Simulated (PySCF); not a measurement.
Molecule: SMILES C/C=C/C(C)=O, C₅H₈O.

Bonds (- single, = double, # triple, : aromatic): C1-C2 1.488 Å, C2=C3 1.341 Å, C3-C4 1.481 Å, C4-C5 1.512 Å, C4=O6 1.213 Å. C1 carries H7, H8, H9; C2 carries H10; C3 carries H11; C5 carries H12, H13, H14. Stereochemistry as in C/C=C/C(C)=O.

Geometry PBE0-D3(BJ)/def2-SVP throughout; GIAO in PySCF 2.14.0 with density-fitted response routines, gas phase, one conformer, non-relativistic; equivalent atoms averaged; functional PBE0.

For orientation, def2-SVP gives these shifts δ (against TMS, H2O at the same level): C4 191.5, C2 142.0, C3 134.1, C5 24.0, C1 19.5, O6 664.3, H11 5.80, H10 6.54, H7/H8/H9 1.82 ppm.

A run gave: C4 190.6, C2 138.6, C3 132.5, C5 26.5, C1 20.9, O6 666.1, H11 6.31, H10 6.82, H7/H8/H9 2.09 ppm (shifts δ (against TMS, H2O at the same level)).

Q: Which basis set was used in that run?
A. 6-311+G(2d,p)
B. def2-TZVP
C. pcSseg-0
D. pcSseg-2
E. 6-31G

A: E. C2 tells them apart best: 6-31G gives 138.6, pcSseg-2 gives 156.3, pcSseg-0 gives 153.8, def2-TZVP gives 151.2, 6-311+G(2d,p) gives 149.6 ppm.
